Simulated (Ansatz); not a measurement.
Run this with the Ansatz DFT code, driven from Python and show what comes out.

`pa_np.py`:
```python
"""Proton affinity of NP at one site."""

import ansatz as az
from ase import Atoms
import numpy as np


def main() -> None:
    atoms = Atoms(["P", "N"], positions=[
        (0.0, 0.0, 0.0),
        (0.0, 0.0, 1.72),
    ])
    mol = az.Crystal.molecule_from_ase(atoms)

    model = mol.calculation().basis(gaussian="def2-SVP").functional("b3lyp")
    symbols = [site.symbol for site in mol.cartesian_sites]
    start = np.array([site.position_ang for site in mol.cartesian_sites], dtype=float)
    data = model.relax(force_tolerance=0.01).run().report
    end = np.array(data["positions_ang"])

    # put the proton on the side away from the neighbours, slightly off axis
    away = sum((end[1] - end[j]) / np.linalg.norm(end[1] - end[j]) for j in [0]) + np.array([0.15, 0.1, -0.2])
    proton = end[1] + 1.0 * away / np.linalg.norm(away)
    acid = az.Crystal.molecule()
    for symbol, place in zip(symbols, end):
        acid = acid.atom(symbol, place.tolist())
    acid = acid.atom("H", proton.tolist())
    protonated = (
        acid.calculation()
        .basis(gaussian="def2-SVP")
        .functional("b3lyp")
        .charge(1)
        .relax(force_tolerance=0.01, max_steps=80)
    )
    after = protonated.run().report
    xyz = np.array(after["positions_ang"])
    reach = np.linalg.norm(xyz[:-1] - xyz[-1], axis=1)
    print(f"base {data['free_energy_ev']:.5f} eV, protonated {after['free_energy_ev']:.5f} eV")
    print(f"the proton ends {reach.min():.3f} A from {symbols[reach.argmin()]}{reach.argmin()}")
    print(f"electronic proton affinity {96.485332 * (data['free_energy_ev'] - after['free_energy_ev']):.1f} kJ/mol")


if __name__ == "__main__":
    main()
```

```console
$ python pa_np.py
base -10773.73259 eV, protonated -10782.37153 eV
the proton ends 1.024 A from N1
electronic proton affinity 833.5 kJ/mol
```

Total energies depend on the basis set; only differences at equal settings carry meaning. The proton is put on one chosen atom, which needn't be the most basic site, so the molecule's proton affinity can be higher; the ends are stationary points, not checked by frequencies, and zero-point and thermal terms count only where printed. b3lyp holds the VWN-RPA fit, as in Gaussian; the form of ORCA and Turbomole is b3lyp5. The spin state was assumed, and another may lie lower. The whole script took 7.4 s on 1 thread of Arm Neoverse V1, on a shared host, peak memory 0.17 GiB.
